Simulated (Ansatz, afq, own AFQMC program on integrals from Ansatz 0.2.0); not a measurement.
## NbO⁺, triplet in def2-SVP, levels against CCSDT(Q)

```xyz
2

Nb    0.0000    0.0000    0.0000
O     0.0000    0.0000    1.6748
```

Basis def2-SVP with its core potentials. Only valence electrons are correlated. Ansatz 0.2.0 and our own AFQMC program on the same integrals; the CISD trial comes from CCSD amplitudes, and released means the phaseless constraint is let go. Uncertainties: one standard error, sampling alone. No spin–orbit coupling. The metal's outer-core s and p shells are frozen, which shifts wave-function levels against functionals.

Determinant: ROHF, the one that the program's search chose, which needn't be the lowest solution. The geometry is a PBE0/def2-TZVP stationary point of this or a neighbouring charge and spin state.

No full CI on the walks' own integrals is used here; CCSDT(Q) serves as the reference and is uncertain by about the last step of the cluster series.

Cautions: no spin-orbit coupling; outer-core shells of the metal frozen; lower spins were not checked; higher spins were not checked; a spin-contaminated unrestricted determinant lies lower (UHF 227 meV lower, ⟨S²⟩ 2.15); raised T1 diagnostic (T1 0.046, weight of the determinant 0.86, largest double 0.06); (T) is large, 7 % of the CCSD correlation; CCSDT(Q) on the UHF determinant differs (117 meV lower), by its state or its frozen core.

* T1 diagnostic: 0.0459
* weight of the determinant in the CISD state: 0.865
* size of the correlated space: 10 electrons in 40 orbitals

Reference: CCSDT(Q), correlation energy -8.311 eV. The released energy is read at 2.00 1/Eh, later times being too noisy (meV from the phaseless value at times in 1/Eh: -53 ± 32 at 0.60, 24 ± 34 at 1.20, -38 ± 45 at 2.00, -8 ± 66 at 3.00, -121 ± 129 at 4.20).

| level | E − E(reference) (mEh) | share of correlation (%) |
| --- | --- | --- |
| HF | 305.42 | 0.00 |
| MP2 | -3.59 | 101.18 |
| CCSD | 18.33 | 94.00 |
| CCSD(T) | -0.39 | 100.13 |
| CCSDT | -0.88 | 100.29 |
| ph-AFQMC/CISD | 0.45 ± 0.99 | 99.85 |
| released AFQMC | -0.96 ± 1.64 | 100.31 |

A walk keeps the symmetry of its determinant, which the program's search chose and which needn't be the lowest solution, so a lower state of the same spin and another symmetry isn't excluded. Released energies are given only where the last usable release times agree within the noise; a slower fall can still hide under it.
